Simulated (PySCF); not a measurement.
Coordinates in bohr (charge 0 multiplicity 2):
```
S     0.4839    0.5477   -1.1656
S    -2.1834   -0.4062    1.0614
O     3.2149   -0.2199    0.0998
H     2.8871   -1.0009    1.7225
```

Computed with UPBE0 in PySCF with S def2-TZVP, O def2-TZVP, H def2-TZVP; no relativity; density-fitted integrals.

This geometry of S2(OH) is a stationary point at this level.

Question: What is the point group?

Answer: Cs.

Question: Is it a minimum?

Answer: Yes: all harmonic wavenumbers are real.

Question: List the harmonic modes with their infrared intensities.

Answer: 
| symmetry | ω (cm⁻¹) | IR (km/mol) |
| --- | --- | --- |
| a'' | 165 | 106 |
| a' | 300 | 11.7 |
| a' | 681 | 7.6 |
| a' | 780 | 193 |
| a' | 1117 | 81.6 |
| a' | 3765 | 68.8 |

Question: Give the ideal-gas entropy at 298.15 K and 1 bar by parts.

Answer: translation 163.7, rotation 100.1, vibration 18.9, spin 5.8; total 288.5 J/(mol K).

This need not be the most stable arrangement of these atoms.
